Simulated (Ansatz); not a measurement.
This Ansatz (a quantum-chemistry and plane-wave program) input (B2PLYP/3-21G) gives -151.56455 Eh with 31 basis functions. A basis named .json is the Basis Set Exchange file of that set (core-valence sets with the plain set on hydrogen).

Ansatz 0.2 input:
```yaml
crystal:
  periodic: [false, false, false]
  atoms:
    - {symbol: C, position_ang: [0.00913574, 0.00173503, -1.20562697]}
    - {symbol: C, position_ang: [-0.00077797, -0.00014775, 0.10266711]}
    - {symbol: H, position_ang: [0.02818759, 0.94008178, -1.73766571]}
    - {symbol: H, position_ang: [-0.00183081, -0.93507619, -1.74059173]}
    - {symbol: O, position_ang: [-0.00956292, -0.00181616, 1.26200208]}
basis:
  gaussian:
    orbitals: 3-21G.json
hamiltonian:
  xc: {name: B2PLYP}
magnetization: {spin_polarized: false}
correlation: {electrons: outside_noble_gas}
```

Change:
```diff
- orbitals: 3-21G.json
+ orbitals: 6-311+G__.json
```

Q: What does the run give now?

A: -152.50940 Eh (B2PLYP/6-311+G**, 78 functions), a change of -944.85 mEh.
